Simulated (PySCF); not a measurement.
# C4H3FO: the cost of one run

The runs use PySCF 2.14.0, with density-fitted response routines of our own; the level of theory stands in each step. All values are computed, except where a source is named. Atoms are numbered from 0 throughout.

## 1. Starting geometry

9 atoms, charge 0, multiplicity 1; geometry from: GFN2-xTB.

Bonds of the start (Å): O0–C1 1.19, C1–C2 1.55, C2–C3 1.52, C3–C4 1.34, C4–F5 1.33, C4–C1 1.48, C2–H6 1.09, C2–H7 1.09, C3–H8 1.07.

## 2. TDDFT and polarisability: B3LYP/def2-SVPD

What the job is given:

```
{"job": {"kind": "uv", "xc": "B3LYP", "basis": "def2-SVPD", "nstates": 8, "ntriplets": 3}, "charge": 0, "multiplicity": 1}
O      0.132893     2.030757    -0.970068
C      0.122212     0.950129    -0.470454
C     -0.951887     0.069188     0.213472
C      0.174539    -0.930547     0.379591
C      1.083744    -0.148727    -0.215282
F      2.378252    -0.303397    -0.478957
H     -1.767609    -0.237452    -0.438864
H     -1.358571     0.484099     1.134096
H      0.199988    -1.908056     0.821287
```

Method: TDDFT B3LYP/def2-SVPD, vertical, gas phase, core orbitals frozen in the response.

Run with:

```sh
OMP_NUM_THREADS=1 python probes_run.py task.json out
```

This one command runs all jobs of the session in turn.

Q: Estimate the wall time and peak memory of this first job on 1 thread of Arm Neoverse V1, shared host.

About 13 s, with a peak of 0.57 GiB.
